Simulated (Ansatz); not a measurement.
# ClH4NSi: single points off equilibrium

An exercise on one series of results from a longer session: the logs are not shown, and one member is left open.

The runs use Ansatz 0.2.0, Gaussian basis; single points in def2-TZVPP.

Cores are frozen in the correlated methods.

## Starting geometry

SMILES `N[SiH2]Cl`, 7 atoms, charge 0, spin multiplicity 1.

Atoms are counted from 1 here; the program's logs count them from 0.

Bond lengths: N1–Si2 1.788 Å, N1–H4 1.103 Å, N1–H5 0.890 Å, Si2–Cl3 2.026 Å, Si2–H6 1.394 Å, Si2–H7 1.457 Å. Angles: Si2–N1–H4 126.2°, Si2–N1–H5 115.4°, H4–N1–H5 96.7°, N1–Si2–Cl3 102.8°, N1–Si2–H6 106.2°, N1–Si2–H7 102.9°, Cl3–Si2–H6 114.6°, Cl3–Si2–H7 109.8°, H6–Si2–H7 118.5°.

Geometry (Å):

```csv
atom,x (Å),y (Å),z (Å)
N1,-0.8071,-0.1293,-0.6541
Si2,0.6454,0.1352,0.3538
Cl3,0.5301,-1.3655,1.7100
H4,-1.1755,0.5364,-1.4529
H5,-1.5749,-0.1911,-0.2083
H6,0.5170,1.4155,0.8911
H7,1.7380,-0.1220,-0.5758
```

The first run:

run/in.yaml reads:

```yaml
crystal:
  periodic: [false, false, false]
  atoms:
    - {symbol: N, position_ang: [-0.807100, -0.129300, -0.654100]}
    - {symbol: Si, position_ang: [0.645400, 0.135200, 0.353800]}
    - {symbol: Cl, position_ang: [0.530100, -1.365500, 1.710000]}
    - {symbol: H, position_ang: [-1.175500, 0.536400, -1.452900]}
    - {symbol: H, position_ang: [-1.574900, -0.191100, -0.208300]}
    - {symbol: H, position_ang: [0.517000, 1.415500, 0.891100]}
    - {symbol: H, position_ang: [1.738000, -0.122000, -0.575800]}
basis:
  gaussian: {orbitals: def2-TZVPP}
correlation: {method: ccsd_t}
output: {forces: true}
```

No record of the launch command was kept for these runs.

Among the steps run: CCSD(T)/def2-TZVPP; PBE0-D4/def2-TZVPP; wB97M-V/def2-TZVPP; r2SCAN-D4/def2-TZVPP; PBE-D4/def2-TZVPP; revPBE-D4/def2-TZVPP; HSE06-D4/def2-TZVPP.

One of the session's tables, all rows but one given; the rest of the session is left out.

```
   method  RMS force component (eV/Å)  angle to CCSD(T) forces (°)  dipole (D)
  CCSD(T)                       2.842                    reference        1.87
  PBE0-D4                       2.857                          1.4        1.91
  wB97M-V                       2.824                          0.9        1.91
r2SCAN-D4                       2.838                          1.0        1.87
   PBE-D4                       2.884                          3.1        1.81
revPBE-D4                       2.878                          3.4        1.78
 HSE06-D4                           ?                            ?           ?
```

**Question.** Estimate the row for HSE06-D4.

As computed: RMS force component (eV/Å): 2.859; angle to CCSD(T) forces (°): 1.3; dipole (D): 1.90. In the column «RMS force component (eV/Å)» it lies between PBE0-D4 (2.857) and revPBE-D4 (2.878).
